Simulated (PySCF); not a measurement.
## Choosing a basis for TDDFT

3-methylenepent-1-yne, C6H8.
Bonds: C1–C2 (triple), C2–C3, C3–C4 (double), C3–C5, C5–C6. Hydrogens: H7 on C1; H8, H9 on C4; H10, H11 on C5; H12, H13, H14 on C6.

TDDFT with PBE0 (PySCF), vertical singlets, core orbitals frozen in the response, spherical d and f functions. The structure is a single PBE0-D3(BJ)/def2-SVP conformer in the gas phase; no vibrational or solvent corrections.

**Question.** How do the low singlets change with the basis? Take 6-31G*, def2-SVP, def2-SVPD and def2-TZVP.

**Answer.** 

```
    basis  functions  diffuse  S1 (eV)  S2 (eV)  S3 (eV)  S4 (eV)  S5 (eV)  LUMO (eV)  α (au)
   6-31G*        100       no     5.49     5.84     6.43     7.41     7.76      -0.36    60.2
 def2-SVP        124       no     5.47     5.79     6.37     7.31     7.61      -0.65    63.8
def2-SVPD        184      yes     5.41     5.63     6.24     6.72     7.16      -0.84    74.0
def2-TZVP        234       no     5.39     5.61     6.22     7.14     7.28      -0.82    72.2
```

States are compared by their number. Against the only diffuse basis here (def2-SVPD, itself not a converged limit), sets without diffuse functions differ by up to 0.07 eV in S1 and 0.60 eV in S5. State by state, the largest deviation of a set without diffuse functions is S1 0.07, S2 0.21, S3 0.19, S4 0.69, S5 0.60 eV. The same number needn't mean the same state in each row. Against def2-SVPD the polarisability deviates by -19% in 6-31G*, -14% in def2-SVP, -2% in def2-TZVP.
